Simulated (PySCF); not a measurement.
Order these species by their calculated properties.

All species are isolated and taken at one optimised geometry, non-relativistic unless stated; the electronic structure was computed with PySCF and density fitting.

Dipoles, sizes and rotational constants follow the conformer. The torsions of the flexible species, by atom-mapped SMILES:
- `[CH3:1][C:2]([CH3:3])([CH3:4])[SiH2:5][N:6]([SiH3:7])[SiH3:8]`: C1–C2–Si5–N6 62°, C2–Si5–N6–Si7 86°
- `[CH3:1][CH2:2][CH2:3][N:4]([CH3:5])[SiH:6]([SiH3:7])[SiH3:8]`: C1–C2–C3–N4 174°, C2–C3–N4–C5 70°, C3–N4–Si6–Si7 76°
- `[CH3:1][N:2]([CH3:3])[SiH2:4][SiH2:5][CH2:6][CH2:7][SiH3:8]`: C1–N2–Si4–Si5 41°, N2–Si4–Si5–C6 -89°, Si4–Si5–C6–C7 -176°, Si5–C6–C7–Si8 -177°
- `[CH3:1][C:2]([CH3:3])([CH3:4])[N:5]=[C:6]=[O:7]`: C1–C2–N5–C6 -61°
- `[CH3:1][C@@H:2]1[C@@H:3]([C:4](=[O:5])[F:6])[CH2:7][C@@H:8]1[C:9]([F:10])([F:11])[F:12]`: C2–C3–C4–O5 91°, C7–C8–C9–F10 -47°
- `[CH3:1][O:2][P:3](=[O:4])([O:5][CH3:6])[O:7][CH:8]1[CH2:9][CH2:10]1`: C1–O2–P3–O4 37°, O2–P3–O5–C6 166°, O2–P3–O7–C8 -84°, P3–O7–C8–C9 98°
- `[H]/[N:4]=[C:3](/[N:2]=[CH2:1])[CH:5][C:6]#[N:7]`: C1–N2–C3–N4 -58°, N2–C3–C5–C6 -11°

Problem. Rank by HOMO energy, highest first (PBE0/pcSseg-1 at GFN2-xTB geometries).
A. `[P@@]1(=O)([C@H](C)[C@H](C1)F)C#C` (C6H8FOP)
B. `CC(C)(C)[SiH2]N([SiH3])[SiH3]` (C4H17NSi3)
C. `CCCN(C)[SiH]([SiH3])[SiH3]` (C4H17NSi3)
D. `C=CC` (C3H6)
E. `CN(C)[SiH2][SiH2]CC[SiH3]` (C4H17NSi3)

Solution. C (-6.16 eV), E (-6.27 eV), B (-7.17 eV), D (-7.40 eV), A (-7.87 eV).

Problem. Give the two extremes of that set in hartree.

Solution. `C#C[P@@]1(=O)C[C@H](F)[C@H]1C`: -0.289 Eh; `CCCN(C)[SiH]([SiH3])[SiH3]`: -0.226 Eh.

Problem. Rank by HOMO–LUMO gap, highest first (PBE0/pcSseg-1 at GFN2-xTB geometries).
A. `CCCN(C)[SiH]([SiH3])[SiH3]` (C4H17NSi3)
B. `C=CC` (C3H6)
C. `C[C@@H]1[C@@H](C(=O)F)C[C@@H]1C(F)(F)F` (C7H8F4O)
D. `[SiH2](C(C)(C)C)N([SiH3])[SiH3]` (C4H17NSi3)
E. `COP(OC1CC1)(=O)OC` (C5H11O4P)
F. `CN(C)[SiH2][SiH2]CC[SiH3]` (C4H17NSi3)
G. `CC(C)(C)N=C=O` (C5H9NO)

Solution. E (9.44 eV), G (8.58 eV), C (8.38 eV), B (8.00 eV), D (7.13 eV), F (6.29 eV), A (5.63 eV).

Problem. By how much do the two ends of that ranking differ?

Solution. By 3.81 eV, between `COP(=O)(OC)OC1CC1` and `CCCN(C)[SiH]([SiH3])[SiH3]`.

Problem. Rank by dipole moment, highest first (PBE0/pcSseg-1 at GFN2-xTB geometries).
A. `CC(C)(C)[SiH2]N([SiH3])[SiH3]` (C4H17NSi3)
B. `CN(C)[SiH2][SiH2]CC[SiH3]` (C4H17NSi3)
C. `C[C@@H]1[C@@H](C(=O)F)C[C@@H]1C(F)(F)F` (C7H8F4O)
D. `C=CC` (C3H6)
E. `CC(C)(C)N=C=O` (C5H9NO)
F. `C#C[P@@]1(=O)C[C@H](F)[C@H]1C` (C6H8FOP)

Solution. F (4.06 D), E (3.30 D), C (1.19 D), B (0.90 D), A (0.63 D), D (0.41 D).

Problem. Give the two extremes of that set in atomic units.

Solution. `C=CC` (propene): 0.16 au; `C#C[P@@]1(=O)C[C@H](F)[C@H]1C`: 1.60 au.

Problem. Rank by smallest rotational constant, lowest first (GFN2-xTB).
A. `CN(C)[SiH2][SiH2]CC[SiH3]` (C4H17NSi3)
B. `[H]/N=C(\[CH]C#N)N=C` (C4H4N3) [radical]
C. `CC(C)([SiH2]N([SiH3])[SiH3])C` (C4H17NSi3)
D. `C=CC` (C3H6)
E. `C#C[P@@]1(=O)C[C@H](F)[C@H]1C` (C6H8FOP)
F. `CCCN(C)[SiH]([SiH3])[SiH3]` (C4H17NSi3)

Solution. A (0.357 GHz), F (0.524 GHz), C (0.663 GHz), E (0.965 GHz), B (1.518 GHz), D (8.283 GHz).
